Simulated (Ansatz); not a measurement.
A run of Ansatz (development build ahead of 0.2.0) on triplet Al2O at this shape:

```yaml
atoms:
  - { symbol: Al, position_ang: [0.0000, 0.0000, 0.0000] }
  - { symbol: Al, position_ang: [0.0000, 0.0000, 5.3240] }
  - { symbol: O, position_ang: [0.0000, 3.7286, -1.7387] }
```

Its results:

```
Converged                       : yes
Total energy                    : -558.48861 hartree
Spin squared of the determinant : 2.000
Stability test                  : minimum among restricted orbitals
```

(1) Which input gives this output? Name the method, the orbitals and the basis set, and write the input.

Results:

(1) ROHF in pcseg-2.

```yaml
crystal:
  periodic: [false, false, false]
  atoms:
    - { symbol: Al, position_ang: [0.0, 0.0, 0.0] }
    - { symbol: Al, position_ang: [0.0, 0.0, 5.324] }
    - { symbol: O, position_ang: [0.0, 3.7286, -1.7387] }
basis:
  gaussian: { orbitals: pcseg-2 }
magnetization:
  initial_magnetization: 2
hamiltonian:
  xc: hf
```

Caution: stretched shape with no unrestricted run beside it, a lower state can exist; other spin multiplicities may lie lower.
